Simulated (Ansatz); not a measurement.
# Relaxing a trial structure of H4Si3

The starting geometry of this gas-phase singlet was optimised with GFN2-xTB.

```xyz
7

Si   -2.9514   -2.6777    3.7677
Si   -1.8765   -2.9464    1.8758
Si   -1.2464   -2.2712   -0.2210
H    -1.2093   -4.2784    2.1103
H    -1.8859   -0.9532   -0.4006
H    -1.7129   -3.1109   -1.3391
H     0.1976   -2.0593   -0.4327
```

Question: Predict what becomes of its bonds when it is optimised with r2SCAN-D4/def2-TZVP.

Answer: A new bond forms, giving a structure with H5 bridging Si3 and Si1, given below by its coordinates. Distances that change by over a tenth: Si3–H5 (1.48 → 1.63 Å). Contacts that close: Si1–H5 (4.64 → 1.74 Å).

The energy falls by 0.49 eV over 23 steps:

| step | E − E(last) (eV) |
| --- | --- |
| 1 | 0.490 |
| 3 | 0.405 |
| 6 | 0.394 |
| 8 | 0.382 |
| 11 | 0.346 |
| 13 | 0.291 |
| 16 | 0.144 |
| 18 | 0.028 |
| 21 | 0.000 |
| 23 | 0.000 |

Final geometry (Å):

```xyz
7

Si   -2.7110   -1.7205    2.1836
Si   -1.5383   -3.5447    1.8845
Si   -1.2273   -2.4607   -0.0371
H    -1.0612   -4.8386    2.4101
H    -2.1802   -1.2943    0.5776
H    -1.9559   -2.7677   -1.2960
H    -0.0108   -1.6706   -0.3622
```

Frequencies at the end show an imaginary mode, so it is a saddle point. Run with Ansatz 0.2.0, 54 s on 2 threads of Arm Neoverse V1, with other jobs on the host.
